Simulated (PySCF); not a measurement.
Fill in the blanks.

C4H6ClN.
Numbering: `[CH2:1]=[C:2]([Cl:3])/[N:4]=[CH:5]\[CH3:6]` (hydrogens: H7, H8 on C1; H9 on C5; H10, H11, H12 on C6)

Cartesian coordinates in Å at the GFN2-xTB level; atoms count from 1:
```xyz
12
C4H6ClN angstrom
C     -2.4174   -0.1629    0.2986
C     -1.2020    0.0966   -0.1752
Cl    -0.8476    1.7450   -0.7204
N     -0.2723   -0.8702   -0.3520
C      0.9856   -0.7991   -0.2761
C      1.8496    0.3504    0.1142
H     -2.6691   -1.1638    0.5977
H     -3.1551    0.6069    0.4209
H      1.5036   -1.7228   -0.5206
H      1.3152    1.0621    0.7378
H      2.7320   -0.0105    0.6372
H      2.1788    0.8677   -0.7882
```

| property | level | value |
| --- | --- | --- |
| point group of the GFN2-xTB geometry | GFN2-xTB | ? |
| rotational constants A, B, C of the GFN2-xTB geometry | GFN2-xTB | ? |
| dipole moment | PBE0/def2-SVPD | 1.88 D |
| HOMO energy | PBE0/def2-SVPD | -6.79 eV |
| LUMO energy | PBE0/def2-SVPD | -1.48 eV |
| lowest singlet excitation | TDDFT PBE0/def2-SVPD | 4.12 eV (301 nm, f = 0.054) |
| strongest line among the 6 lowest singlet transitions | TDDFT PBE0/def2-SVPD | S6 at 6.82 eV (182 nm, f = 0.177) |
| lowest triplet excitation (Tamm–Dancoff) | TDA PBE0/def2-SVPD | ? |
| static isotropic polarisability | PBE0/def2-SVPD | ? |
| electronic spatial extent ⟨r²⟩ about the centre of nuclear charge | PBE0/def2-SVPD | 736 bohr² |
| 13C chemical shifts (computed TMS as zero) by class | GIAO PBE0/pcSseg-1 | 168.3 (C5), 148.9 (C2), 119.2 (C1), 24.6 (C6) ppm |
| 1H chemical shifts (computed TMS as zero) by class | GIAO PBE0/pcSseg-1 | 7.58 (H9), 5.53 (H7), 5.38 (H8), 2.21 (H10/H11/H12) ppm |
| isotropic shieldings of nuclei other than C and H, by class | GIAO PBE0/pcSseg-1 | ? |

Electronic properties: PySCF, gas phase, density fitting. NMR classes are plain means over equivalent atoms (diastereotopic ones count apart unless rotation or inversion swaps them), as if these changed places fast; in this geometry the members of some classes differ.

(1) The lowest triplet excitation (Tamm–Dancoff)?

(2) The static isotropic polarisability?

(3) What is the point group of the GFN2-xTB geometry?

(4) The rotational constants A, B, C of the GFN2-xTB geometry?

(5) What are the isotropic shieldings of nuclei other than C and H, by class?

Answers

(1) 2.90 eV.

(2) 75.0 au.

(3) C1.

(4) 4.156, 2.469, 1.655 GHz.

(5) -106 (N4), 665 (Cl3) ppm.

The rotational constants make it an asymmetric top with κ = (2B − A − C)/(A − C) = -0.35, nearer the prolate limit (−1). The largest Löwdin shares of the HOMO are 0.28 on C1, 0.24 on N4, 0.18 on C2 and 0.12 on Cl3. In atomic units the dipole is 0.74 e·bohr (1 au = 2.5417 D). With B = h/(8π²I), that is 505.379 GHz u Å² over I, the principal moments of inertia are 121.6, 204.7 and 305.4 u Å² (most abundant isotopes). The vertical singlet–triplet gap S1 − T1 is 1.22 eV (TDDFT singlet less Tamm–Dancoff triplet; S1: HOMO→LUMO, weight 0.76; T1: HOMO→LUMO, weight 0.94).

One conformer stands for the species.
